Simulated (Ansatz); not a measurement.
# CHAlN: the cost of one run

Method: def2-QZVPP, core rule «outside noble gas», up to 7 orbitals frozen; program: Ansatz 0.2.0, Gaussian basis.

To be run: UHF; ROHF; CCSD(T) on UHF.

## 1. The geometry

The geometry is a PBE0/def2-TZVP stationary point (not a proven minimum) of the parent state, kept for this charge and spin.

4 atoms, charge 1, spin multiplicity 3.

Atoms are counted from 1 here; the program's logs count them from 0.

Bond lengths: Al1–N2 1.818 Å, Al1–H4 1.595 Å, N2–C3 1.194 Å. Angles: N2–Al1–H4 111.0°, Al1–N2–C3 170.0°.

## 2. UHF

The input, in.yaml:

```yaml
crystal:
  periodic: [false, false, false]
  atoms:
    - {symbol: Al, position_ang: [0.000000, -0.111786, 1.121424]}
    - {symbol: N, position_ang: [0.000000, 0.097969, -0.684708]}
    - {symbol: C, position_ang: [0.000000, 0.027668, -1.876852]}
    - {symbol: H, position_ang: [0.000000, 1.301302, 1.860276]}
basis:
  gaussian: {orbitals: "def2-QZVPP.json"}
total_charge: 1
magnetization: {spin_polarized: true, initial_magnetization: 2}
hamiltonian: {xc: hf}
output: {orbitals: {seedname: orbitals}}
```

On the command line:

```sh
ansatz run in.yaml --threads 1 --pin off --events-out ev --progress --plain --max-ram 2393MiB
```

Q: Estimate wall time and peak memory on 1 thread of Arm Neoverse V1, shared host.

About 24 s, with a peak of 0.44 GiB.
